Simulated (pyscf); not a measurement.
# Hydrogen abstraction: F–SiH₂–O–SiH₃ (SMILES F[SiH2]O[SiH3]) + H• (SMILES [H]) → F–SiH•–O–SiH₃ (SMILES F[SiH]O[SiH3]) + H₂ (SMILES [H][H])

Gas phase, doublet surface, charge 0. Bonds broken: Si2–H5. Bonds formed: H5–H10. Structures and frequencies: ωB97X-D3(BJ)/def2-SVP in PySCF.

Transition state (Å):

```xyz
10

F      0.3358    -0.6673     1.0325
Si    -0.9676     0.2960     1.1689
O     -1.3389     0.8756    -0.3198
Si    -1.1527     0.5054    -1.9387
H     -2.1819    -0.6267     1.7180
H     -0.6292     1.4201     2.0779
H      0.2649     0.7103    -2.3428
H     -1.5383    -0.9137    -2.1785
H     -2.0387     1.4100    -2.7155
H     -3.0103    -1.2954     2.0333
```

One imaginary mode, 1153i cm⁻¹; descent along it reached the two sides named.

| bond | change | reactant side (Å) | saddle | product side |
|---|---|---|---|---|
| Si2–H5 | breaks | 1.483 | 1.621 | 3.2 |
| H5–H10 | forms | 3.5 | 1.110 | 0.761 |

Electronic energies relative to the separated reactants (kcal/mol):

```json
[
 {"level": "ωB97X-D3(BJ)/def2-TZVP", "barrier": "6.0", "reaction energy": "-7.9", "reverse barrier": "13.9"},
 {"level": "PBE/def2-TZVP", "barrier": "0.2", "reaction energy": "-12.1", "reverse barrier": "12.3"},
 {"level": "r²SCAN/def2-TZVP", "barrier": "0.1", "reaction energy": "-12.3", "reverse barrier": "12.4"},
 {"level": "B3LYP-D3(BJ)/def2-TZVP", "barrier": "1.1", "reaction energy": "-12.1", "reverse barrier": "13.2"},
 {"level": "PBE0-D3(BJ)/def2-TZVP", "barrier": "2.8", "reaction energy": "-9.4", "reverse barrier": "12.1"},
 {"level": "M06-2X/def2-TZVP", "barrier": "7.3", "reaction energy": "-10.2", "reverse barrier": "17.5"},
 {"level": "ωB97M-D3(BJ)/def2-TZVP", "barrier": "6.1", "reaction energy": "-7.8", "reverse barrier": "13.9"},
 {"level": "HF/def2-TZVP", "barrier": "16.8", "reaction energy": "-2.1", "reverse barrier": "18.9"}
]
```

With ωB97M-D3(BJ)/def2-TZVP energies and thermal terms (ideal gas, 1 atm, RRHO with modes under 100 cm⁻¹ raised to 100, one conformer, R ln 2 for chiral ones without a mode under 150 cm⁻¹), in kcal/mol:

```
T (K)  ΔH‡   ΔG‡    ΔH     ΔG
-----  ---  ----  ----  -----
298    4.4  10.7  -7.2   -8.7
600    4.2  17.2  -7.2  -10.2
900    4.1  23.8  -7.6  -11.7
1200   4.0  30.4  -8.2  -12.9
```

This is the saddle that the search found; another between the same sides may lie lower. The angle at the transferred H is 176°.
